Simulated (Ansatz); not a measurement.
Reactions of CH4O4 (`OC(O)(O)O`).

Calculated with Ansatz (gas phase, PBE0-D4/def2-TZVP geometries, no zero-point term in ΔE). CCSD(T)/CBS is the MP2 limit (def2-TZVPP, def2-QZVPP) plus CCSD(T) − MP2 in def2-TZVPP, frozen cores. This one scheme is used for every species, atoms too. No spin–orbit coupling; open shells (•) take unrestricted orbitals. Spin–orbit coupling would lower the free atoms: a little for C, O. One conformer a species, not always the lowest.

Problem. Order these by ΔE at CCSD(T)/CBS, lowest first. (Estimate.)
A. `OC(O)(O)O` → C• + 4 H• + 4 O•
B. `OC(O)(O)O` + H–F → `OC(O)(O)F` + H₂O
C. `OC(O)(O)O` + HCl → `OC(O)(O)Cl` + H₂O

Solution. B (+0.07 eV), C (+0.29 eV), A (+36.82 eV).

Largest T1 diagnostic: 0.011, for `OC(O)(O)Cl`.
